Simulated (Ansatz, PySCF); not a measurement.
For rock-salt NaCl, PBE (plane waves, PAW; Ansatz, a quantum-chemistry and plane-wave program) gives:

```
Item                   Value
------------------  --------
lattice constant a   5.696 Å
bulk modulus        23.6 GPa
```

Task: What does CCSD in PySCF (GTH pseudopotentials, Gaussian basis) give for the same quantities?

Result: 
- lattice constant a: 5.626 Å (decreases by 1.2 %)
- bulk modulus: 25.6 GPa (goes up by 8.5 %)

For comparison: lattice constant a 5.569 Å (measured, static lattice: zero-point anharmonic expansion removed; as tabulated in Mejia-Rodriguez and Trickey (2018), arXiv:1807.09216); bulk modulus 27.6 GPa (measured, 0 K value with the zero-point phonon effect removed; as tabulated in Mejia-Rodriguez and Trickey (2018), arXiv:1807.09216).

Changes are worked out from the printed values.

Unless a cell is named, each level is at its own relaxed cell (PBE 23.10, CCSD 22.26 Å³/atom).

Ansatz's density-functional and Hartree–Fock values are scalar-relativistic unless marked +SOC, with PAW data made under PBE.
